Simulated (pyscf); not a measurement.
A first-order saddle from PySCF, ωB97X-D3(BJ)/def2-SVP:

```xyz
5

S      1.9183     1.1819     0.1180
Ga     0.4265     0.6011    -1.1706
Cl    -0.7245    -0.5546     0.7881
Cl    -0.7868     0.2844    -2.8579
H      0.4746     0.0985     1.0487
```

Surface: singlet, charge 0. Lowest wavenumbers (cm⁻¹): 259i, 113, 119, 179, 411.

**Question.** What reaction is this the transition state of?

**Answer.** HS–Ga(Cl)–Cl (SMILES [SH][Ga]([Cl])[Cl]) ⇌ S=Ga–Cl (SMILES [S]=[Ga][Cl]) + HCl (SMILES Cl), an elimination read from left to right: H–S, Cl–Ga broken and Cl–H formed. At CCSD(T)/def2-TZVPP + ΔMP2(QZVPP) it lies +1.99 eV from the left side and -0.13 eV from the right (each side as separated species at their lowest minima found). On the product side the descent ends in a complex, 0.33 eV under the separated species and 0.09 eV under the saddle at ωB97X-D3(BJ)/def2-TZVP. At CCSD(T) the saddle lies under the separated products, which points to a path from their complex (located at ωB97X-D3(BJ) alone), and parting the products costs more than the saddle. At ωB97X-D3(BJ) the barrier from the zero used here is 2.11 eV. This is the saddle that the search found; another between the same sides may lie lower. The CCSD(T) − MP2 part came from Ansatz, without density fitting, on the same reference. The frozen core leaves the outer d or s,p core shells of the metals and heavy elements correlated in the MP2 and CC values, and def2-TZVPP describes them poorly, which can shift differences by a few kcal/mol. Elements up to Kr have no core potential and no relativistic terms here.
